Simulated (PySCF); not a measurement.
Species: C4H5N.
SMILES with atom numbers: `[cH:1]1[cH:2][cH:3][nH:4][cH:5]1` (hydrogens: H6 on C1; H7 on C2; H8 on C3; H9 on N4; H10 on C5)

The calculation used PBE/def2-SVPD geometry optimisation, gas phase in PySCF.

(1) What internal coordinates does the optimisation give?

## Answers

(1) 
| bond | length (pm) | order |
| --- | --- | --- |
| C1–C2 | 143.0 | aromatic |
| C3–N4, N4–C5 | 137.9 | aromatic |
| C1–C5, C2–C3 | 139.1 | aromatic |
| C1–H6, C2–H7 | 109.5 | single |
| C3–H8, C5–H10 | 109.3 | single |
| N4–H9 | 101.6 | single |

Bonds in one row agree within 1 pm and their mean is given. Orders are formal, as drawn. A selection of angles:
| angle | degrees |
| --- | --- |
| C2–C1–C5 | 107.4 |
| C2–C1–H6 | 126.9 |
| C5–C1–H6 | 125.7 |
| C2–C3–N4 | 107.5 |
| C2–C3–H8 | 131.2 |
| N4–C3–H8 | 121.2 |
| C3–N4–C5 | 110.2 |
| C3–N4–H9 | 124.9 |

N4 (pyrrole-type nitrogen) is planar (angles 124.9°, 124.9° and 110.2°, sum 360.0°, 0.00 Å off the plane of its three neighbours). The 5-membered ring C1–C2–C3–N4–C5 has internal angles of 107.4° to 110.2° (sum 540°, against 540° for a flat polygon); it is planar, 0.00 Å rms from its mean plane, widest ring torsion 0°. The 5 heavy atoms lie in one plane (0.000 Å rms). The 3 C–C bonds span 1.391 Å (C2–C3, aromatic) to 1.430 Å (C1–C2, aromatic), a spread of 0.039 Å.

Point group: C2v (tolerance 0.08 Å). No PBE/def2-SVPD frequencies stand behind this structure, so it isn't proved a minimum.
